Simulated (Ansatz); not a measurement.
Results of PBE-D4 in Ansatz (PAW) for α-phase Ga.

Run with plane-wave cutoff 520 eV, 14×14×12 k mesh (along the axes of the cell as run), Fermi–Dirac smearing 0.05 eV, scalar-relativistic PAW data made under PBE.

Computed at the level's own relaxed cell.

Q: Give the computed bulk modulus B0, pressure derivative B′ of the bulk modulus and lattice parameter b.

A: 
- bulk modulus B0 = 61.6 GPa
- pressure derivative B′ of the bulk modulus = 5.3
- lattice parameter b = 7.593 Å

The run finds no gap.

Note: the bulk modulus comes from volumes at which shape and atoms were relaxed.

Computed values are for the static lattice.

It cost around 23 core-minutes (rough) of CPU time.

Ansatz is a program for electronic structure.
